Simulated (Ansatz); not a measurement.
Born–Oppenheimer molecular dynamics of FH4NSi (7 atoms, charge 0, multiplicity 1). It starts from a relaxed structure.

These are results of RKS PBE0-D4/def2-SVP in Ansatz 0.2.0, not measurements.

```yaml
ensemble: NVT, Langevin thermostat
time_step: 0.5 fs
steps_asked: 250
set_temperature: 2000 K
friction: 0.02 /fs
seed: 172396
```

First frame:

```xyz
7
Properties=species:S:1:pos:R:3
Si -0.022 0.042 -0.044
F -0.032 -0.008 1.587
H 1.409 0.081 -0.444
N -0.806 1.404 -0.712
H -1.817 1.467 -0.744
H -0.375 2.321 -0.698
H -0.740 -1.178 -0.498
```

**Question.** What does the run give?

**Answer.** The run went to its last step.

```yaml
steps_done: 250
time_covered: 125 fs
mean_temperature_over_the_second_half: 1544 K
spread_of_the_potential_energy_over_the_second_half: 40.9 meV per atom
mean_potential_energy_of_the_second_half_above_the_start: 138.1 meV per atom
```

The mean temperature of the second half is 23 % below the set value. A run of 0.12 ps of so small a system gives no equilibrium averages.

**Question.** What happens to the structure?

**Answer.** The same pairs are bonded in the first frame and the last. Pairs count as bonded within 1.25 times the sum of covalent radii (0.12 Å more for H–H). Another seed would give other details.

**Question.** How do temperature and energy run in time?

**Answer.** 
```csv
time (fs),T (K),potential energy less start (eV)
0.0,1714,0.000
6.0,1682,0.515
12.0,1391,1.023
18.0,1549,0.404
24.0,1326,0.571
30.0,1019,0.604
36.0,1152,0.391
42.0,959,0.618
48.0,972,0.636
54.0,932,0.701
60.0,923,0.681
66.0,774,1.121
72.0,1716,1.019
78.0,1575,1.057
84.0,1982,0.595
90.0,607,1.134
96.0,1443,0.850
102.0,1650,0.545
108.0,1857,0.937
114.0,1591,1.392
120.0,1699,1.185
```

Time of the run: 6.4 min on 1 thread of Arm Neoverse V2, with other jobs on the host, peak memory 0.11 GiB.
